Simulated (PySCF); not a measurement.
Energies from PySCF, thermal terms from the rigid-rotor harmonic-oscillator model, ideal gas at 1 bar. Table values come from the NASA 1993 polynomials. All species are closed-shell singlets. The harmonic model lacks anharmonicity and excited electronic states, which grow with temperature; levels with a mode under 35 cm⁻¹ are left out.

Harmonic frequencies at PBE/def2-SVP (cm⁻¹): 389, 389, 667, 1571. Point group D∞h; S°(298 K) = 238.3 J/mol/K at this level.

Problem. Work out Cp and S° of gaseous CS₂ at 500, 800, 1200, 1600, 2000 K from these, and set them beside the table.

Solution. 
```json
[
 {"T (K)": "500", "Cp PBE/def2-SVP": "52.2", "Cp table": "52.5", "S° PBE/def2-SVP": "263.6", "S° table": "263.4"},
 {"T (K)": "800", "Cp PBE/def2-SVP": "56.9", "Cp table": "57.5", "S° PBE/def2-SVP": "289.3", "S° table": "289.3"},
 {"T (K)": "1200", "Cp PBE/def2-SVP": "59.6", "Cp table": "60.3", "S° PBE/def2-SVP": "312.9", "S° table": "313.3"},
 {"T (K)": "1600", "Cp PBE/def2-SVP": "60.7", "Cp table": "61.9", "S° PBE/def2-SVP": "330.2", "S° table": "330.8"},
 {"T (K)": "2000", "Cp PBE/def2-SVP": "61.3", "Cp table": "62.8", "S° PBE/def2-SVP": "343.9", "S° table": "344.8"}
]
```
Units J/mol/K.
